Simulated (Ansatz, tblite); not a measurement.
# The cluster H₂W₂+: competing shapes, part 2 of 2

Which shape does the cluster H₂W₂+ prefer? Candidates from a tight-binding search are relaxed and compared.

Ansatz 0.2.0, Gaussian basis; relaxed with PBE-D4/def2-TZVP, doublet.

### 10 Candidate B, B2PLYP/def2-TZVP

Contents of in.yaml:

```yaml
crystal:
  periodic: [false, false, false]
  atoms:
    - {symbol: W, position_ang: [1.031376, 0.001391, -0.035224]}
    - {symbol: W, position_ang: [-1.032844, -0.002725, 0.030967]}
    - {symbol: H, position_ang: [2.772072, 0.002932, -0.089165]}
    - {symbol: H, position_ang: [-2.770593, -0.001598, 0.093422]}
basis:
  gaussian: {orbitals: def2-TZVP, initial_orbitals: start.molden}
total_charge: 1
magnetization: {spin_polarized: true, initial_magnetization: 1}
hamiltonian: {xc: {name: B2PLYP}}
scf: {omitted_lower_state_checks: [starts]}
```

Command:

```
$ ansatz run in.yaml --threads 4 --pin off --events-out ev --progress --plain --max-ram 3916MiB
```

What it wrote:

```text
Functional definition: B2PLYP
  name "B2PLYP"
  cite "Grimme, J. Chem. Phys. 124, 034108 (2006) doi:10.1063/1.2148954"
  cite "Becke, Phys. Rev. A 38, 3098 (1988) doi:10.1103/PhysRevA.38.3098"
  cite "Lee, Yang & Parr, Phys. Rev. B 37, 785 (1988) doi:10.1103/PhysRevB.37.785"
  parameter a = 0.53
  parameter c = 0.27
  exchange = (1 - a)*b88_x + a*exact_x
  correlation = (1 - c)*lyp_c + c*(mp2_os + mp2_ss)
these checks for a lower state are left out or cut short: starts
844 factors; integrals over basis functions are off by at most 1.3e-3 eV
mean field evaluation 1: about -3655.6945 eV, gradient 4.2e0 eV
mean field evaluation 2: about -3655.9060 eV, gradient 5.9e-1 eV
mean field evaluation 4: about -3656.0486 eV, gradient 6.5e-3 eV
mean field evaluation 8: about -3656.0487 eV, gradient 2.3e-6 eV
mean field evaluation 16: about -3656.0487 eV, gradient 1.1e-7 eV
mean field evaluation 32: about -3656.0486 eV, gradient 1.1e-1 eV
mean field -3656.04865382 eV, -134.3573098693 hartree, gradient 2.2e-10 eV, S^2 2.032672; 0 other end points of the search recorded, 0 dependent functions left out
reference -3656.04879789 eV, -134.3573151634 hartree; 15, 14 occupied and 77, 78 virtual orbitals, 844 factors
second order -24.95166941 eV of doubles, -0.00000000 eV of singles
Total energy: -3662.78574862 eV, -134.6048935366 hartree
Checks for a lower state left out: starts
```

Wall time 23 s (4 threads of Intel Xeon Platinum 8488C, shared host).

From the report: ⟨S²⟩ 2.033 (pure: 0.75). Doubts: spin contamination.

### 11 Candidate B, ωB97M-V/def2-TZVP

Edit in.yaml of step 10 so:

```diff
@@ -11,3 +11,4 @@
 magnetization: {spin_polarized: true, initial_magnetization: 1}
-hamiltonian: {xc: {name: B2PLYP}}
+hamiltonian: {xc: {name: wB97M-V}}
 scf: {omitted_lower_state_checks: [starts]}
+output: {orbitals: {seedname: orbitals}}
```

The command is unchanged.

What it wrote:

```text
Functional definition: wB97M-V
  name "wB97M-V"
  cite "Mardirossian & Head-Gordon, J. Chem. Phys. 144, 214110 (2016) doi:10.1063/1.4952647"
  cite "Becke, J. Chem. Phys. 107, 8554 (1997) doi:10.1063/1.475007"
  cite "Vydrov & Van Voorhis, J. Chem. Phys. 133, 244103 (2010) doi:10.1063/1.3521275"
  # Of w^i u^j: cxij and so on, Table III.
  parameter omega = 0.3/bohr
  parameter cx = 0.15
  parameter cx01 = 1.007
  parameter cx10 = 0.259
  parameter css00 = 0.443
  parameter css04 = -1.437
  parameter css10 = -4.535
  parameter css20 = -3.390
  parameter css43 = 4.278
  parameter cos00 = 1.000
  parameter cos10 = 1.358
  parameter cos20 = 2.924
  parameter cos21 = -8.812
  parameter cos60 = -1.390
  parameter cos61 = 9.142
  parameter b = 6.0
  parameter c = 0.01
  gx(w, u) = 1 - cx + cx01*u + cx10*w
  gss(w, u) = css00 + css04*u^4 + css10*w + css20*w^2 + css43*w^4*u^3
  gos(w, u) = cos00 + cos10*w + (cos20 + cos21*u)*w^2 + (cos60 + cos61*u)*w^6
  exchange = spin_sum(e_x_unif_sr(omega)*gx(b97_w, b97_u_x)) + cx*exact_x_sr(omega) + exact_x_lr(omega)
  correlation = spin_sum(e_c_pw_mod_same_spin*gss(b97_w, b97_u_same))
      + integral(e_c_pw_mod_opposite_spin*gos(b97_w_opposite, b97_u_opposite)) + vv10(b, c)
these checks for a lower state are left out or cut short: starts
824 factors; their error is unknown
193 factors; integrals over basis functions are off by at most 1.9e-5 eV
mean field evaluation 1: about -3664.6217 eV, gradient 3.6e0 eV
mean field evaluation 2: about -3664.7418 eV, gradient 2.2e-1 eV
mean field evaluation 4: about -3664.7495 eV, gradient 8.0e-2 eV
mean field evaluation 8: about -3664.7496 eV, gradient 1.2e-5 eV
mean field evaluation 16: about -3664.7496 eV, gradient 1.5e-2 eV
mean field evaluation 32: about -3664.7496 eV, gradient 1.4e-2 eV
mean field -3664.74956853 eV, -134.6770625869 hartree, gradient 5.8e-8 eV, S^2 1.708398; 0 other end points of the search recorded, 0 dependent functions left out
reference -3664.74961963 eV, -134.6770644647 hartree; 15, 14 occupied and 77, 78 virtual orbitals, 824 factors
Total energy: -3664.74961963 eV, -134.6770644647 hartree
Checks for a lower state left out: starts
```

Wall time 80 s (4 threads of Intel Xeon Platinum 8488C, shared host).

HOMO -14.69 eV, LUMO -7.28 eV (over both spins); ⟨S²⟩ 1.708 (pure: 0.75). Doubts: spin contamination.

### 12 Candidate B, CCSD(T)/def2-TZVPP

Edit in.yaml of step 11 so:

```diff
@@ -8,7 +8,7 @@
 basis:
-  gaussian: {orbitals: def2-TZVP, initial_orbitals: start.molden}
+  gaussian: {orbitals: def2-TZVPP, initial_orbitals: start.molden}
 total_charge: 1
 magnetization: {spin_polarized: true, initial_magnetization: 1}
-hamiltonian: {xc: {name: wB97M-V}}
-scf: {omitted_lower_state_checks: [starts]}
+correlation: {method: ccsd_t}
+scf: {omitted_lower_state_checks: [starts, cluster_reference]}
 output: {orbitals: {seedname: orbitals}}
```

Launched as before.

What it wrote:

```text
Functional definition: HF
  name "HF"
  cite "Fock, Z. Phys. 61, 126 (1930) doi:10.1007/BF01340294"
  parent pbe
  exchange = exact_x
  correlation = 0
these checks for a lower state are left out or cut short: starts, cluster_reference
892 factors; integrals over basis functions are off by at most 1.2e-3 eV
mean field evaluation 1: about -3631.0380 eV, gradient 1.5e1 eV
mean field evaluation 2: about -3632.8989 eV, gradient 3.1e0 eV
mean field evaluation 4: about -3633.0705 eV, gradient 5.0e-1 eV
mean field evaluation 8: about -3633.0735 eV, gradient 4.8e-5 eV
mean field -3633.07346847 eV, -133.5129873806 hartree, gradient 6.6e-11 eV, S^2 2.856365; 0 other end points of the search recorded, 0 dependent functions left out
reference -3633.07346847 eV, -133.5129873806 hartree; 15, 14 occupied and 125, 126 virtual orbitals, 892 factors
second order -21.83994067 eV of doubles, -0.00000000 eV of singles
cycle   1  -20.14163043 eV  change     1.7e0 eV  update   2.4e-1
cycle   2  -21.26460415 eV  change    -1.1e0 eV  update   1.0e-1
cycle   3  -21.72932658 eV  change   -4.6e-1 eV  update   8.7e-2
cycle   4  -21.91726664 eV  change   -1.9e-1 eV  update   5.3e-2
cycle   5  -21.99326310 eV  change   -7.6e-2 eV  update   3.3e-2
cycle   6  -22.08686478 eV  change   -9.4e-2 eV  update   2.0e-2
cycle   7  -22.12864686 eV  change   -4.2e-2 eV  update   1.5e-2
cycle   8  -22.14623717 eV  change   -1.8e-2 eV  update   8.5e-3
cycle   9  -22.16631449 eV  change   -2.0e-2 eV  update   4.7e-3
cycle  10  -22.16261356 eV  change    3.7e-3 eV  update   2.0e-3
cycle  11  -22.16297887 eV  change   -3.7e-4 eV  update   9.8e-4
cycle  12  -22.16533079 eV  change   -2.4e-3 eV  update   6.4e-4
cycle  13  -22.16471601 eV  change    6.1e-4 eV  update   3.1e-4
cycle  14  -22.16546470 eV  change   -7.5e-4 eV  update   1.7e-4
cycle  15  -22.16526339 eV  change    2.0e-4 eV  update   8.4e-5
cycle  16  -22.16515878 eV  change    1.0e-4 eV  update   4.6e-5
cycle  17  -22.16521333 eV  change   -5.5e-5 eV  update   2.4e-5
cycle  18  -22.16523874 eV  change   -2.5e-5 eV  update   1.5e-5
perturbative correction -1.46516090 eV, -0.0538436699 hartree
WARN: the results are in doubt because among natural orbitals full CI differs from the method by -0.125 eV
Total energy: -3656.70386810 eV, -134.3813885499 hartree
In doubt: among natural orbitals full CI differs from the method by -0.125 eV
Checks for a lower state left out: starts, cluster_reference
```

Wall time 49 s (4 threads of Intel Xeon Platinum 8488C, shared host); peak memory 2.6 GiB.

Report: Hartree-Fock HOMO -15.19 eV, LUMO -5.33 eV (over both spins); ⟨S²⟩ 2.856 (pure: 0.75); T1 0.082. Doubts: state flagged by the program, large T1 diagnostic, spin contamination.

### 13 B against A

The energies of A at these levels come from its own runs, whose logs aren't repeated here.

| level | B above A (eV) | time |
| --- | --- | --- |
| GFN1-xTB | +8.025 | 0.005 s |
| GFN2-xTB | +3.550 | 0.011 s |
| HF/def2-TZVPP† | +1.150 |  |
| PBE-D4/def2-TZVP† | +1.835 | 12 s |
| r2SCAN-D4/def2-TZVP† | +1.703 | 14 s |
| PBE0-D4/def2-TZVP† | +1.728 | 28 s |
| ωB97M-V/def2-TZVP† | +1.553 | 90 s |
| B2PLYP/def2-TZVP† | +1.899 | 25 s |
| MP2/def2-TZVPP† | +1.540 |  |
| CCSD/def2-TZVPP† | +1.583 |  |
| CCSD(T)/def2-TZVPP† | +1.631 | 1.7 min |

Times add the two runs; a level without a time comes out of a correlated run. † marks a level with a doubtful state (flagged, unstable, out of aufbau order, or strongly spin-contaminated); such levels are left out of the summary. CCSD(T)/def2-TZVPP is no safe reference here (large T1 diagnostic, spin contamination, state flagged by the program).

### 14 Results

This closing draws on all 2 parts.

```
 quantity                   value
B above A  no level free of doubt
```

Every level beyond tight binding has a doubtful state for B or A, so their order isn't settled. A random search of this size may have missed the true lowest shape. Only doublets are compared; another spin may lie lower and prefer another shape.
